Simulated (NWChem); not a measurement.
ethanol (C2H6O); SMILES C(C)O

```xyz
9

C      0.2531    -1.2028     0.0291
C     -0.5506     0.0827    -0.0179
O      0.2462     1.2341     0.0728
H     -0.4036    -2.0866     0.0150
H      0.8682    -1.2401     0.9410
H      0.9298    -1.2809    -0.8387
H     -1.1851     0.0958    -0.9282
H     -1.2422     0.1225     0.8392
H      0.8487     1.2367    -0.6781
```
Atoms are numbered in this order, from 1.

All runs: NWChem. All runs use the structure optimised with PBE0/def2-SVP. Level BLYP/def2-SVPD: single points from the atomic guess with DIIS by default; each run changes one setting, and all converged runs end within 0.3 mHa of each other. cgmin counts macro-iterations, each dearer than a DIIS step.

```
setting                                  SCF iterations
---------------------------------------  --------------
defaults                                              8
quadratically convergent solver (cgmin)               4
70 % damping for 30 cycles                           30
DIIS on 20 Fock matrices                              7
DIIS on 3 Fock matrices                               9
occupation smearing of 0.005 Ha                       8
```
